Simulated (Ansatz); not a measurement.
System: bcc Li. Method: LDA (Ansatz, an electronic-structure program, plane waves, PAW).

Input:

Ansatz 0.2 input:
```yaml
crystal:
  lattice:
    - [-1.75465, 1.75465, 1.75465]
    - [1.75465, -1.75465, 1.75465]
    - [1.75465, 1.75465, -1.75465]
  atoms:
    - { symbol: Li, position: [0.0, 0.0, 0.0] }
basis:
  ecutwfc: 520
  ecutrho_ratio: 4
  xc_grid: 2
kpoints:
  mp_grid: { grid: [22, 22, 22] }
hamiltonian:
  xc: lda
  dispersion: none
  pseudopotentials: { kind: paw }
scf:
  occupations: { method: fermi_dirac, width: 0.05 }
  convergence: { dr2_threshold: 0.0000000001 }
output:
  forces: false
  stress: true
  eigenvalues: true
```

The run printed, among other lines:

```
Crystal: 1 atoms, lattice volume = 21.609 Å³
Basis set: ecut = 520 eV, 603 PW (Γ), exchange–correlation on 48×48×48 points (8 copies of the dense FFT grid, shifted against one another)
Bands: 6, of which v1, the nominal top of the filled ones, is band 2 counted from 1 (1 counted from 0)
Symmetry: 48 space group operations
Space group: Im-3m (ITA 229), of the structure as read, at distance tolerance 2.8e-5 Å
k-points: 328 of 10648
Functional: x = slater, c = lda
SCF iter   1: F=—  HF=-201.632772 eV  |F-HF|=—  |Δ(HF+E_count)|=         —  Δρ=4.20e-3  dr2=1.02e-3
SCF iter   2: F=—  HF=-201.629075 eV  |F-HF|=—  |Δ(HF+E_count)|=   3.70e-3  Δρ=1.64e-3  dr2=1.54e-4
  ...
SCF iter   5: F=—  HF=-201.628457 eV  |F-HF|=—  |Δ(HF+E_count)|=   1.34e-8  Δρ=1.14e-7  dr2=1.27e-12
SCF iter   6: F=-201.628457 eV  HF=-201.628457 eV  |F-HF|=2.84e-14  |Δ(HF+E_count)|=  1.53e-12  Δρ=5.18e-9  dr2=1.92e-15
SCF 1 converged in 6 iterations: F = -201.628457 eV  dr2 = 1.92e-15
SCF converged after 6 iterations
Free energy (F): -201.628457 eV
Internal energy: -201.624466 eV  (E = F + TS)
E sigma→0 (E₀):  -201.626461 eV
Fermi energy:    0.721518 eV
--- Stress (GPa, compression-positive) ---
       -1.555566      -0.000000       0.000000
       -0.000000      -1.555566      -0.000000
       -0.000000       0.000000      -1.555566
  P = ⅓ Tr σ = -1.5556 GPa (-15.556 kbar)
```

The PAW data were made under PBE.

Note: cell and atoms aren't relaxed at this level (pressure -1.6 GPa).
